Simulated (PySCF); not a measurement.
Species: C2H4.
SMILES: `C=C`

All values: CAM-B3LYP/def2-SVPD (PySCF, non-relativistic), on one gas-phase PBE0-D3(BJ)/def2-SVP geometry that isn't relaxed in the solvent. The solvent is an IEF-PCM continuum (van der Waals radii × 1.2), and excitations are vertical TDDFT with non-equilibrium linear response and a frozen core. Only the electrostatic response of the medium enters.

| run | E − E(gas) (kcal/mol) | HOMO (eV) | HOMO–LUMO gap (eV) | dipole (D) | lowest singlet (eV) | static polarisability (au) |
| --- | --- | --- | --- | --- | --- | --- |
| gas | 0.00 | -9.27 | 10.50 | 0.00 | 7.64 | 27.0 |
| P | -0.84 | -9.26 | 10.52 | 0.00 | 7.55 | 32.7 |
| Q | -1.16 | -9.27 | 10.52 | 0.00 | 7.61 | 35.2 |

Problem. The runs were made in chloroform and methanol. Which run belongs to which solvent?

Solution. P = chloroform, Q = methanol. The dielectric constants are 4.711 (chloroform), 32.61 (methanol), and the energy falls further as ε rises. The optical constants n² used for the excitations are 2.09, 1.77 in the same order. In this model the ground state sees the solvent through ε alone.

Problem. How constant is the ratio of the lowering to (ε − 1)/(2ε + 1)?

Solution. 
| solvent | (ε − 1)/(2ε + 1) | E − E(gas) (kcal/mol) | ratio (kcal/mol) | polarisation term (kcal/mol) |
| --- | --- | --- | --- | --- |
| chloroform | 0.356 | -0.84 | -2.4 | -0.88 |
| methanol | 0.477 | -1.16 | -2.4 | -1.25 |

The ratio changes by +3.6 % in size from chloroform to methanol. The polarisation term is half the interaction of the solute with the induced surface charges.

Hardware: an Arm Neoverse V1 with one thread, shared host with 32 logical CPUs at a one-minute load of 22. Cost: 1.7 s of wall time, 0.34 GiB resident at most. This is the whole response run at CAM-B3LYP/def2-SVPD in methanol, SCF included.
